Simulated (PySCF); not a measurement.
EPR parameters of [C4H5Cl]+

Species: C₄H₅Cl (charge +1 and doublet state).
Numbering: `[CH2+:1][CH:2]/[CH:3]=[CH:4]\[Cl:5]` (hydrogens: H6, H7 on C1; H8 on C2; H9 on C3; H10 on C4)

Cartesian coordinates in Å at the GFN2-xTB level; atoms count from 1:
```
atom  x, y, z in Å
C1    -1.8692   -0.0883   -0.0500
C2    -0.5874    0.3218   -0.2669
C3     0.5186   -0.3596    0.2861
C4     1.8424   -0.0069    0.1127
Cl5    2.3626    1.2902   -0.7859
H6    -2.0916   -0.9540    0.5569
H7    -2.7078    0.4397   -0.4779
H8    -0.3999    1.1940   -0.8805
H9     0.3201   -1.2320    0.8993
H10    2.6209   -0.6001    0.5837
```

The hyperfine couplings belong to this conformer and change with its torsions.

Computed with UKS B3LYP, pcH-1 on C Cl H, non-relativistic, mean-field spin-orbit, GIAO in PySCF. Geometry: GFN2-xTB, one conformer, isolated ion. The geometry wasn't refined by DFT: couplings that depend on bond lengths, twists or pyramidal angles can differ widely from those at the functional's own minimum, by a factor of two or more for some ions and for spin on atoms past the first row. The SCF solution wasn't tested for stability.

| Item | Value |
| --- | --- |
| g1, g2, g3 | 2.00197, 2.00817, 2.01453 |
| g_iso | 2.00822 |
| Form of g | rhombic: the two nearest values differ by 49 % of g3 − g1 |
| ⟨S²⟩ | 0.7628 (exact 0.7500) |
| α and β electrons | 23, 22 |
| HOMO–LUMO gap, α and β orbitals | 4.88, 3.74 eV |
| Total energy | -615.29440 Eh |
| Basis functions | 185 |

Isotropic coupling and dipolar principal values T1 to T3, in MHz; ρ(0) is the spin density at the nucleus:

| atom | isotope | a_iso | of which spin–orbit | T1 | T2 | T3 | Mulliken spin population | ρ(0) (bohr⁻³) |
| --- | --- | --- | --- | --- | --- | --- | --- | --- |
| C1 | 13C | 31.8 | 0.0 | -34.5 | -34.1 | 68.6 | 0.44 | 0.0283 |
| C2 | 13C | -14.6 | -0.1 | -4.8 | -0.3 | 5.1 | 0.01 | -0.0129 |
| C3 | 13C | 2.9 | -0.2 | -15.9 | -12.1 | 28.0 | 0.15 | 0.0028 |
| C4 | 13C | 22.0 | 0.6 | -29.0 | -27.3 | 56.2 | 0.30 | 0.0191 |
| Cl5 | 35Cl | 8.3 | 1.1 | -34.7 | -31.6 | 66.3 | 0.16 | 0.0166 |
| H6 | 1H | -27.7 | 0.0 | -15.0 | -2.7 | 17.7 | -0.02 | -0.0062 |
| H7 | 1H | -28.8 | 0.0 | -16.2 | -2.3 | 18.5 | -0.02 | -0.0064 |
| H8 | 1H | -1.9 | 0.0 | -4.0 | -1.8 | 5.8 | 0.00 | -0.0004 |
| H9 | 1H | -12.2 | 0.0 | -5.5 | -3.9 | 9.3 | -0.01 | -0.0027 |
| H10 | 1H | -23.7 | 0.1 | -12.6 | -3.2 | 15.8 | -0.01 | -0.0053 |

Largest spin populations (Mulliken): C1 (+0.44), C4 (+0.30), Cl5 (+0.16) and C3 (+0.15).

C2, the radical centre as drawn in `[CH2+][CH]/C=C\Cl`, holds a spin population of +0.01 out of 1.

Axes: g1 is normal to the molecular plane, g2 points within 10° of the C1–H7 bond and g3 points within 12° of the C4–Cl5 bond.

Under fast tumbling the dipolar parts average out, and these isotropic splittings remain: 1 × 1H (H7, I = 1/2, 2 lines) with 1.02 mT, 1 × 1H (H6, I = 1/2, 2 lines) with 0.98 mT, 1 × 1H (H10, I = 1/2, 2 lines) with 0.84 mT, 1 × 1H (H9, I = 1/2, 2 lines) with 0.44 mT, 1 × 35Cl (Cl5, I = 3/2, 4 lines) with 0.30 mT and 1 × 1H (H8, I = 1/2, 2 lines) with 0.07 mT.

H6 and H7 aren't averaged: C1 is flat or nearly so (angle sum 360°), and its turn about the short C1–C2 bond (1.36 Å) is taken as slow.

Main isotope only: 35Cl (natural samples also hold 24 % 37Cl, magnetic too, which adds its own pattern).

The 13C coupling of C1 (31.8 MHz) shows only in satellite lines or after enrichment, since that isotope makes up about 1.07 % of natural carbon.
